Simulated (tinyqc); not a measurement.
MP2 on RHF in the sto-6g basis, for H3O+, spin multiplicity 1, step by step. One step of it, computed by the program tinyqc.

Question. Iteration 8 (converged): orbitals. Diagonalise F' = X^T F X, C = X C', fill 5 alpha and 5 beta electrons from the bottom; D = 2 C_occ C_occ^T. Each column has its largest component positive (the first on a tie).

converged F (hartree):
```
             1O 1s      1O 2s     1O 2px     1O 2py     1O 2pz      2H 1s      3H 1s      4H 1s
1O 1s   -21.134743  -5.106212  -0.000005   0.000000   0.023062  -1.163905  -1.164410  -1.164410
1O 2s    -5.106212  -2.896612  -0.000036   0.000000   0.134470  -1.196735  -1.197075  -1.197075
1O 2px   -0.000005  -0.000036  -0.914763   0.000000  -0.000006  -0.616542   0.308005   0.308005
1O 2py    0.000000   0.000000   0.000000  -0.914959   0.000000   0.000000  -0.534114   0.534114
1O 2pz    0.023062   0.134470  -0.000006   0.000000  -0.930016   0.299204   0.299302   0.299302
2H 1s    -1.163905  -1.196735  -0.616542   0.000000   0.299204  -0.901374  -0.447885  -0.447885
3H 1s    -1.164410  -1.197075   0.308005  -0.534114   0.299302  -0.447885  -0.901585  -0.447687
4H 1s    -1.164410  -1.197075   0.308005   0.534114   0.299302  -0.447885  -0.447687  -0.901585
```

X:
```
            1O 1s      1O 2s     1O 2px     1O 2py     1O 2pz      2H 1s      3H 1s      4H 1s
1O 1s    1.023501  -0.144603  -0.000002   0.000000   0.007609   0.018056   0.018062   0.018062
1O 2s   -0.144603   1.310311   0.000006   0.000000  -0.088472  -0.263018  -0.263177  -0.263177
1O 2px  -0.000002   0.000006   1.108235   0.000000   0.000001  -0.257550   0.128728   0.128728
1O 2py   0.000000   0.000000   0.000000   1.108383   0.000000   0.000000  -0.223168   0.223168
1O 2pz   0.007609  -0.088472   0.000001   0.000000   1.027044   0.080647   0.080707   0.080707
2H 1s    0.018056  -0.263018  -0.257550   0.000000   0.080647   1.199534  -0.074707  -0.074707
3H 1s    0.018062  -0.263177   0.128728  -0.223168   0.080707  -0.074707   1.199644  -0.074638
4H 1s    0.018062  -0.263177   0.128728   0.223168   0.080707  -0.074707  -0.074638   1.199644
```

Give: F' = X^T F X; orbital energies; coefficients C; D after iteration 8.

Answer.

F' = X^T F X (hartree):
```
          1        2        3        4        5        6        7        8
1  -20.8008  -2.5258   0.0000   0.0000   0.0313  -0.1970  -0.1971  -0.1971
2   -2.5258  -1.6392   0.0000   0.0000  -0.0442  -0.4900  -0.4903  -0.4903
3    0.0000   0.0000  -0.6409   0.0000   0.0000  -0.5220   0.2608   0.2608
4    0.0000   0.0000   0.0000  -0.6408   0.0000   0.0000  -0.4522   0.4522
5    0.0313  -0.0442   0.0000   0.0000  -0.8614   0.1835   0.1836   0.1836
6   -0.1970  -0.4900  -0.5220   0.0000   0.1835  -0.3104  -0.0897  -0.0897
7   -0.1971  -0.4903   0.2608  -0.4522   0.1836  -0.0897  -0.3103  -0.0897
8   -0.1971  -0.4903   0.2608   0.4522   0.1836  -0.0897  -0.0897  -0.3103
```

orbital energies (hartree): MO1 -21.1379, MO2 -1.8127, MO3 -1.1038, MO4 -1.1036, MO5 -0.9368, MO6 0.0962, MO7 0.2421, MO8 0.2424

coefficients C:
```
            MO1      MO2      MO3      MO4      MO5      MO6      MO7      MO8
1O 1s    0.9966  -0.2266   0.0000   0.0000  -0.0677  -0.1426  -0.0001   0.0000
1O 2s    0.0164   0.8702   0.0000  -0.0001   0.3568   1.0337   0.0005   0.0000
1O 2px   0.0000   0.0000   0.0000   0.7128   0.0000   0.0005  -0.9053   0.0000
1O 2py   0.0000   0.0000   0.7127   0.0000   0.0000   0.0000   0.0000   0.9057
1O 2pz  -0.0025  -0.1389   0.0000   0.0000   0.9209  -0.4636  -0.0002   0.0000
2H 1s   -0.0031   0.0921   0.0000   0.4016  -0.1064  -0.6512   0.9936   0.0000
3H 1s   -0.0031   0.0921   0.3477  -0.2007  -0.1065  -0.6510  -0.4972  -0.8607
4H 1s   -0.0031   0.0921  -0.3477  -0.2007  -0.1065  -0.6510  -0.4972   0.8607
```

D after iteration 8:
```
          1O 1s    1O 2s   1O 2px   1O 2py   1O 2pz    2H 1s    3H 1s    4H 1s
1O 1s    2.0983  -0.4100   0.0000   0.0000  -0.0667  -0.0335  -0.0335  -0.0335
1O 2s   -0.4100   1.7698  -0.0001   0.0000   0.4153   0.0842   0.0843   0.0843
1O 2px   0.0000  -0.0001   1.0161   0.0000   0.0000   0.5724  -0.2861  -0.2861
1O 2py   0.0000   0.0000   0.0000   1.0158   0.0000   0.0000   0.4956  -0.4956
1O 2pz  -0.0667   0.4153   0.0000   0.0000   1.7345  -0.2216  -0.2217  -0.2217
2H 1s   -0.0335   0.0842   0.5724   0.0000  -0.2216   0.3621  -0.1215  -0.1215
3H 1s   -0.0335   0.0843  -0.2861   0.4956  -0.2217  -0.1215   0.3620  -0.1215
4H 1s   -0.0335   0.0843  -0.2861  -0.4956  -0.2217  -0.1215  -0.1215   0.3620
```
